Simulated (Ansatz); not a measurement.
# CH₃BF− (SMILES B[CH-]F): one structure at several levels

The atoms stand at a structure displaced at random from a GFN2-xTB minimum. How far do the functionals agree with CCSD(T) there?

Method: single points in def2-TZVPPD; program: Ansatz 0.2.0, Gaussian basis.

Cores are frozen in the correlated methods.

## (1) The system as given

SMILES `B[CH-]F`, 6 atoms, charge -1, spin multiplicity 1.

Atoms are counted from 1 here; the program's logs count them from 0.

Bond lengths: B1–C2 1.449 Å, B1–H4 1.250 Å, B1–H5 1.003 Å, C2–F3 1.423 Å, C2–H6 1.166 Å. Angles: C2–B1–H4 94.7°, C2–B1–H5 126.3°, H4–B1–H5 138.5°, B1–C2–F3 119.8°, B1–C2–H6 122.3°, F3–C2–H6 117.2°.

Geometry (Å):

```
atom    x (Å)    y (Å)    z (Å)
  B1  -0.4464   0.0743  -0.7006
  C2   0.3911  -0.0622   0.4742
  F3   0.8264   1.0993   1.1719
  H4  -0.7091  -1.1449  -0.7813
  H5  -0.7403   0.9351  -1.1229
  H6   0.8647  -1.0810   0.7864
```

## (2) CCSD(T)/def2-TZVPPD

File run/in.yaml:

```yaml
crystal:
  periodic: [false, false, false]
  atoms:
    - {symbol: B, position_ang: [-0.446400, 0.074300, -0.700600]}
    - {symbol: C, position_ang: [0.391100, -0.062200, 0.474200]}
    - {symbol: F, position_ang: [0.826400, 1.099300, 1.171900]}
    - {symbol: H, position_ang: [-0.709100, -1.144900, -0.781300]}
    - {symbol: H, position_ang: [-0.740300, 0.935100, -1.122900]}
    - {symbol: H, position_ang: [0.864700, -1.081000, 0.786400]}
basis:
  gaussian: {orbitals: "def2-TZVPPD.json"}
total_charge: -1
correlation: {method: ccsd_t}
output: {forces: true}
```

The basis file named in the input lies beside it (Basis Set Exchange, JSON).

The command line of these runs was not kept.

## (3) PBE0-D4/def2-TZVPPD

run/in.yaml, as its differences from that of step 2:

```diff
@@ -12,3 +12,3 @@
 total_charge: -1
-correlation: {method: ccsd_t}
-output: {forces: true}
+hamiltonian: {xc: pbe0, dispersion: d4}
+output: {forces: true, orbitals: {seedname: orbitals}}
```

## (4) wB97M-V/def2-TZVPPD

run/in.yaml, as its differences from that of step 3:

```diff
@@ -12,3 +12,3 @@
 total_charge: -1
-hamiltonian: {xc: pbe0, dispersion: d4}
-output: {forces: true, orbitals: {seedname: orbitals}}
+hamiltonian: {xc: {name: wB97M-V}}
+output: {forces: true}
```

## (5) r2SCAN-D4/def2-TZVPPD

run/in.yaml, as its differences from that of step 4:

```diff
@@ -12,3 +12,3 @@
 total_charge: -1
-hamiltonian: {xc: {name: wB97M-V}}
+hamiltonian: {xc: r2scan, dispersion: d4}
 output: {forces: true}
```

## (6) PBE-D4/def2-TZVPPD

run/in.yaml, as its differences from that of step 5:

```diff
@@ -12,3 +12,3 @@
 total_charge: -1
-hamiltonian: {xc: r2scan, dispersion: d4}
+hamiltonian: {xc: pbe, dispersion: d4}
 output: {forces: true}
```

## (7) BLYP-D4/def2-TZVPPD

run/in.yaml, as its differences from that of step 6:

```diff
@@ -12,3 +12,3 @@
 total_charge: -1
-hamiltonian: {xc: pbe, dispersion: d4}
+hamiltonian: {xc: {name: BLYP}, dispersion: d4}
 output: {forces: true}
```

## (8) wB97X-V/def2-TZVPPD

run/in.yaml, as its differences from that of step 7:

```diff
@@ -12,3 +12,3 @@
 total_charge: -1
-hamiltonian: {xc: {name: BLYP}, dispersion: d4}
+hamiltonian: {xc: {name: wB97X-V}}
 output: {forces: true}
```

(Steps that only read results are left out.)

Q: Predict the outcome of this session. Wanted: RMS force component; RMS force error; HOMO and LUMO, PBE0-D4; T1 diagnostic.

**Answer**, as computed:

| quantity | value |
| --- | --- |
| RMS force component | 2.838 to 2.988 eV/Å over the methods |
| RMS force error | PBE0-D4 0.172, wB97M-V 0.190, r2SCAN-D4 0.146, PBE-D4 0.149, BLYP-D4 0.242, wB97X-V 0.184 eV/Å |
| HOMO and LUMO, PBE0-D4 | 0.31 and 3.99 eV |
| T1 diagnostic | 0.016 |

In words: For forces r2SCAN-D4 does best and BLYP-D4 worst. Frozen-core CCSD(T) forces in triple zeta carry basis errors of their own, and this is one geometry, so small gaps rank nothing.
